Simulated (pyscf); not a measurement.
Optimised with ωB97X-D3(BJ)/def2-SVP in PySCF.

Q: Estimate the classical barrier height and the reaction energy of HO–Zn–Cl (SMILES [OH][Zn][Cl]) + H₂Se (SMILES [SeH2]) → H₂O (SMILES O) + Cl–Zn–SeH (SMILES [Cl][Zn][SeH]) at M06-2X/def2-TZVP. The step runs on the singlet surface, breaks O–Zn, H–Se and forms H–O, Se–Zn; take the separated reactants as zero.

A: ΔE‡ = -37.1 kJ/mol, ΔE = -84.1 kJ/mol. ωB97M-D3(BJ)/def2-TZVP gives -19.9 kJ/mol and -76.0 kJ/mol. Zero-point energy shifts the barrier by +3.7 kJ/mol. It is a four-centre exchange, with an imaginary mode of 408i cm⁻¹. On the reactant side the descent ends in an adduct with a Se–Zn contact, 55.2 kJ/mol under the separated species and 18.1 kJ/mol under the saddle at ωB97X-D3(BJ)/def2-TZVP. On the product side the descent ends in an adduct with a O–Zn contact (not fully relaxed), 65.7 kJ/mol under the separated species and 115.9 kJ/mol under the saddle at ωB97X-D3(BJ)/def2-TZVP. At M06-2X the saddle lies under the separated reactants, which points to a path from their complex (located at ωB97X-D3(BJ) alone). What is counted as formed (Se–Zn) is already present as a longer contact in the reactant adduct; forming that adduct is a step of its own. What is counted as broken (O–Zn) persists as a longer contact in the product adduct; parting that adduct is a step of its own. At ωB97X-D3(BJ)/def2-TZVP the barrier from the zero used here is -37.1 kJ/mol. One saddle was located; it need not be the lowest between these sides. Elements up to Kr have no core potential and no relativistic terms here.
